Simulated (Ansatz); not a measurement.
**Point defect: Mg interstitial in Si**

These are results of DFT r2SCAN, scalar-relativistic, plane waves, PAW in Ansatz, not measurements. Run with 500 eV cutoff, 2×2×2 k-mesh, shifted by half a step, Gaussian smearing of 0.01 eV, collinear spin in charge +1 alone.

Host crystal, relaxed:

```cif
data_structure
_symmetry_space_group_name_H-M 'P 1'
_symmetry_Int_Tables_number 1
_cell_length_a 3.8493
_cell_length_b 3.8493
_cell_length_c 3.8493
_cell_angle_alpha 60.000
_cell_angle_beta 60.000
_cell_angle_gamma 60.000
_cell_volume 40.33
loop_
_atom_site_label
_atom_site_type_symbol
_atom_site_fract_x
_atom_site_fract_y
_atom_site_fract_z
_atom_site_occupancy
Si1 Si 0.75000 0.75000 0.75000 1
Si2 Si 0.50000 0.50000 0.50000 1
```

Supercell of 32 atoms, rows in host cell vectors: 1 -3 1; 1 1 -3; 1 1 1. Atoms relax at the host's cell from a start displaced at random by 0.06 Å near the defect, so other minima may exist. The cell is small, so energies carry finite-size errors of tenths of an eV. The host's Kohn–Sham gap is 0.77 eV. Atoms are taken from and returned to the elements' standard states. Charged cells are corrected for image charges with the computed static dielectric tensor (mean 11.7) and aligned with the host's potential at far atoms (alignment terms reach 0.47 eV; the program doubts the alignment in some charges, where it is up to 0.47 eV). No band-filling term is added, and the Fermi level counts from the host's valence band top.

With moments and this functional the run may sit in a state above the lowest one.

Defect: Mg interstitial set at (0.000, 0.000, 0.000) of the host cell. Before relaxation its nearest neighbours are 4 Si at 2.36 Å, 6 Si at 2.72 Å.

```tsv
charge	E_f at the valence band top (eV)	over the neutral state (eV)	moment (μB)	largest move (Å)	atoms near the site
+2	1.34	-0.88	0.00	0.14	4 Si at 2.50 Å, 6 Si at 2.77 Å
+1	1.49	-0.73	0.50	0.14	4 Si at 2.50 Å, 2 Si at 2.76 Å, 4 Si at 2.77 Å
0	2.21	0.00	0.00	0.14	4 Si at 2.50 Å, 6 Si at 2.75 Å
```

Among the charges computed the stable one is +2 at the valence band top, changing to +1 at 0.15 eV, changing to 0 at 0.73 eV. In charge +1 the cell has partly filled bands: a level of the defect may be part filled, the carrier may sit in the host's bands, or levels may cross between the k points, so transitions that involve it are doubtful. Without the alignment that the program doubts, the level (+1/0) would lie at 1.01 eV, outside the gap, so these runs don't decide whether the defect changes charge there. Other sites of the defect weren't tried. Fractional moments come from partly filled bands of the small cell.

Cost: 4 runs of about 48 core-minutes in all, on AMD EPYC (Zen 3) (shared hosts).